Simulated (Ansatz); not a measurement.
Energy needed to pull apart CCl2 (SMILES Cl[C]Cl), closed shell, into free ground-state atoms, from the structure below (displaced at random from its PBE0-D4/def2-TZVP minimum); no zero-point or spin–orbit terms; open-shell atoms are treated unrestricted, in their ground-state multiplicity.

```xyz
3
angstrom
Cl 1.2346 -0.3739 0.6483
C -0.2659 -0.5322 -0.2219
Cl -1.0352 0.8235 -0.4347
```

Program: Ansatz 0.2.0. Basis: def2-TZVPP. Cores are frozen in the correlated methods.

```tsv
method	atomization energy (eV)
PBE-D4	8.20
r2SCAN-D4	7.59
PBE0-D4	?
wB97M-V	7.52
HF	3.76
MP2	?
CCSD	6.55
CCSD(T)	6.95
```

Question: What does PBE0-D4 give? (An estimate is asked for; the value comes from the calculation.)

Answer: By the calculation: 7.64 eV, which is about 0.68 eV more than CCSD(T)/def2-TZVPP.

Question: What does MP2 give? (Judge from chemistry; the value comes from the calculation.)

Answer: The calculation gives: 7.39 eV, which is about 0.44 eV more than CCSD(T)/def2-TZVPP.

In triple zeta the MP2 and coupled-cluster atomization energies are still short of their basis limit by a few kcal/mol a bond, whereas those of the functionals are nearly converged, so these differences are not deviations from converged CCSD(T).

The T1 diagnostic stays at or below 0.019. The restricted Hartree–Fock reference is unstable towards an unrestricted one here.

For scale, one of the runs: CCSD(T)/def2-TZVPP forces, 115 basis functions (an equivalent command: `ansatz run in.yaml --threads 2`). Hardware: 2 CPU threads, shared host. Wall time 31 s; peak host memory 0.69 GiB.
